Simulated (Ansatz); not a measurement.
# A cut through the energy surface

CH5BS (SMILES CBS), closed shell, at its PBE0-D4/def2-TZVP minimum:

C1  (-0.633, 0.848, -0.266)
B2  (0.343, -0.362, -0.154)
S3  (0.598, -1.148, 1.424)
H4  (-1.414, 0.623, -1.001)
H5  (-0.097, 1.714, -0.670)
H6  (-1.113, 1.145, 0.668)
H7  (0.932, -0.785, -1.104)
H8  (1.476, -2.092, 1.047)
(Å)

The bond length C1–H4 (1.096 Å at the minimum) is set to the values below, the two halves moving rigidly along the bond. Each method's energies count from its own value at the PBE0-D4 minimum structure. Computed with Ansatz 0.2.0 (basis: def2-TZVPP); correlated methods freeze the cores. B3LYP uses VWN-RPA correlation.

CCSD(T) energies along the scan:
| bond length (Å) | CCSD(T) (eV) |
| --- | --- |
| 0.965 | 0.359 |
| 1.003 | 0.167 |
| 1.059 | 0.023 |
| 1.124 | 0.012 |
| 1.196 | 0.135 |
| 1.274 | 0.371 |
| 1.357 | 0.692 |
| 1.444 | 1.069 |
| 1.535 | 1.477 |
They count from the CCSD(T) energy at the PBE0-D4 minimum.

Largest difference from the CCSD(T) curve over the scan: r2SCAN-D4 0.005; PBE0-D4 0.031; B3LYP-D4 0.022; HF 0.198 eV. Each curve counts from its own value at the minimum.

The T1 diagnostic stays at or below 0.015.

For scale, one of the runs: CCSD(T)/def2-TZVPP, 174 basis functions (an equivalent command: `ansatz run in.yaml --threads 2`). Hardware: 2 CPU threads, shared host. Wall time 18 s; peak host memory 1.5 GiB.
